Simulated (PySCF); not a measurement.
Gas-phase reaction: 2 B(CH₃)₃ + 3 C₃H₄ (allene) ⇌ 2 BH₃ + 3 C₅H₈ (cyclic)

Computed with PySCF and rigid-rotor harmonic-oscillator thermochemistry at 1 bar. † marks an energy on the PBE0/def2-TZVP geometry and frequencies; other levels use their own. MP2 freezes the core. 6-31G* has spherical d functions here. All species are closed-shell singlets. Methyl groups turn as free rotors in B(CH₃)₃. MP2 isn't extrapolated to the basis-set limit; its ΔH°(298 K) is -106.5 kJ in def2-SVP and -73.4 kJ in def2-TZVPP. The harmonic model lacks anharmonicity and excited electronic states, which grow with temperature; levels with a mode under 35 cm⁻¹ are left out.

| level | ΔE electronic, kJ | ΔH°(298 K), kJ | ΔS°(298 K), J/K | ΔG°(600 K), kJ |
|---|---|---|---|---|
| BLYP/def2-TZVP† | 88 | 113 | -117 | 187 |
| HF/6-31G* | -115 | -89 | -113 | -17 |
| HF/def2-TZVP† | -54 | -29 | -117 | 45 |
| M06-2X/def2-TZVP† | -31 | -6 | -117 | 68 |
| MP2/def2-SVP† | -131 | -106 | -117 | -32 |
| MP2/def2-TZVPP† | -98 | -73 | -117 | 1 |
| PBE/def2-SVP | -26 | -3 | -118 | 72 |
| PBE/def2-TZVP† | 11 | 36 | -117 | 111 |
| LDA/def2-TZVP† | -56 | -31 | -117 | 43 |
| ωB97M-V/def2-TZVP† | -37 | -12 | -117 | 63 |
ΔH° is lowest at MP2/def2-SVP† and highest at BLYP/def2-TZVP†. No reference value is set beside these.
